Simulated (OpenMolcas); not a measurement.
# OpenMolcas input wanted

[BN2H5]−: 8 atoms, total charge -1, spin state doublet. SMILES of the parent species: `NBN`. The shape is that of a PBE0-D4/def2-TZVP optimisation. That shape belongs to the parent species and isn't relaxed for this state.

| atom | x (Å) | y (Å) | z (Å) |
| --- | --- | --- | --- |
| N | -0.9710 | 0.5165 | -0.5811 |
| B | 0.1942 | 0.3866 | 0.2005 |
| N | 0.8482 | -0.8452 | 0.4014 |
| H | -1.4268 | -0.2445 | -1.0534 |
| H | -1.4239 | 1.4009 | -0.7137 |
| H | 0.6497 | 1.3686 | 0.7180 |
| H | 1.6767 | -0.9198 | 0.9609 |
| H | 0.5450 | -1.7203 | 0.0116 |

Settings wanted:

| Setting | Value |
| --- | --- |
| method | DFT |
| reference | UKS |
| integral approximation | none |
| symmetry | none |
| basis set | 6-311+G** |
| task | energy |
| functional | BLYP |
| nucleus | point |
| integration grid | UltraFine |
| SCF convergence threshold | 1e-10 |
| d and f functions | spherical |

Q: Give an OpenMolcas 26.06 job that does this.

A: One that was run (others would do as well):

job.inp:
```
* BH5N2 Kohn-Sham DFT

&GATEWAY
  BasLib=$CurrDir
  Coord
  8
  bohr
  N     -1.83492407     0.97604354    -1.09811985
  B      0.36698481     0.73056812     0.37889009
  N      1.60286570    -1.59719652     0.75853607
  H     -2.69626123    -0.46203804    -1.99063750
  H     -2.69078103     2.64731733    -1.34869754
  H      1.22775506     2.58627917     1.35682336
  H      3.16850379    -1.73817009     1.81583783
  H      1.02990074    -3.25089585     0.02192082
  Basis=6-311pGss
  Group=NoSym

&SEWARD
  GridInput
  Grid=UltraFine
  End of Grid

&SCF
  UHF
  Charge=-1
  Spin=2
  KSDFT=BLYP
  Thresholds=1e-10 1e-07 1e-07 1e-05
  PrOrbitals=1 1
```

```bash
$ export MOLCAS_MEM=1860
$ pymolcas job.inp > job.log
```

(Basis files named in the input come from the Basis Set Exchange and aren't shown.)

Calculated total energy: -137.40081 Eh. The HOMO lies above zero, from self-interaction, a short basis or an unbound electron.
